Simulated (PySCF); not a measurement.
BCl3, optimised at PBE0/def2-TZVP:

```xyz
4

B      0.3545    -0.1401    -0.2335
Cl    -0.1331     0.7636    -1.6351
Cl    -0.1551    -1.7902    -0.0432
Cl     1.3517     0.6064     0.9778
```

Computed with PySCF (xtb for GFN2) and rigid-rotor harmonic-oscillator thermochemistry at 1 bar. 6-31G* has spherical d functions here. All species are closed-shell singlets. B3LYP is the form with VWN-RPA correlation.

### Question
List the harmonic frequencies (cm⁻¹, unscaled) at this level and at the other levels, each on its own geometry.

### Answer
- PBE0/def2-TZVP: 252, 252, 458, 476, 976, 976
- B3LYP/6-31G*: 258, 258, 457, 469, 958, 958
- GFN2-xTB: 223, 223, 370, 424, 723, 723
- HF/6-31G*: 275, 275, 488, 495, 1018, 1018
- PBE/def2-SVP: 248, 248, 439, 462, 962, 963
